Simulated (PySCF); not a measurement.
A structure optimised at PBE-D3(BJ)/def2-TZVPD, used in a PySCF frequency run:

```xyz
2

P      0.0000     0.0000    -0.9523
P      0.0000     0.0000     0.9523
```

Task: Write its SMILES, formula and point group.

Result: P#P, P2, D∞h

Task: What are its rotational constants (standard atomic weights)?

Result: 8.9959 GHz (linear rotor, B only)
